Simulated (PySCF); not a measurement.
Planning a geometry optimisation on tert-butylhydrazine (`C(C)(C)(NN)C`).

Method: PBE0-D3(BJ)/def2-SVP geometry optimisation, gas phase (PySCF 2.14.0). Work: geometry optimisation from a GFN2-xTB start shaken at random, density fitting. The input is one job of a driver script: a line of settings, then coordinates in Å.

Command:
```bash
OMP_NUM_THREADS=1 python probes_run.py task.json out
```

Input:
```
{"job": {"xc": "PBE0", "basis": "def2-SVP", "d3": "d3bj", "grid": 1, "shake": 0.01, "kind": "geom"}, "charge": 0, "multiplicity": 1}
C     -0.341610    -0.925130     1.128940
C      0.202150    -0.114670    -0.059510
C      1.337830    -0.897450    -0.700840
C      0.756190     1.260160     0.418290
N     -0.828390    -0.009630    -1.106740
N     -2.068950     0.586980    -0.751900
H      0.441680    -1.153780     1.822330
H     -1.095680    -0.314190     1.655770
H     -0.821190    -1.813440     0.786310
H      1.771150    -0.350850    -1.525670
H      0.985970    -1.856820    -1.042590
H      2.154510    -1.062850     0.040760
H      1.461300     1.135250     1.170970
H     -0.097120     1.854220     0.863740
H      1.146620     1.804810    -0.409630
H     -0.457390     0.531500    -1.881080
H     -1.960340     1.432570    -0.175140
H     -2.614260    -0.094720    -0.219760
```

Hardware: an AMD EPYC 9R14 with one thread, shared host. PySCF's memory limit was set to 1200 MB.

**Question.** How large is the basis?

**Answer.** 144 functions.

**Question.** How long does the run take?

**Answer.** About 45 s. The run took 7 energy-and-gradient evaluations and 45 SCF cycles, 6.4 s an evaluation on average.

**Question.** Estimate the peak memory.

**Answer.** About 0.61 GiB. Peak memory is the resident size of the whole Python process, interpreter and libraries included.

**Question.** At this speed, how long would 1000 such jobs take on 96 cores, one job a core?

**Answer.** 1000/96 gives 11 rounds of 45 s, about 8.2 min of wall time and 12 core-hours, if the jobs don't slow each other.

Other jobs ran on the host; a repeat could differ by tens of per cent or more.

The run converged: final energy -268.61734 Eh after 6 steps; dipole 1.53 D.
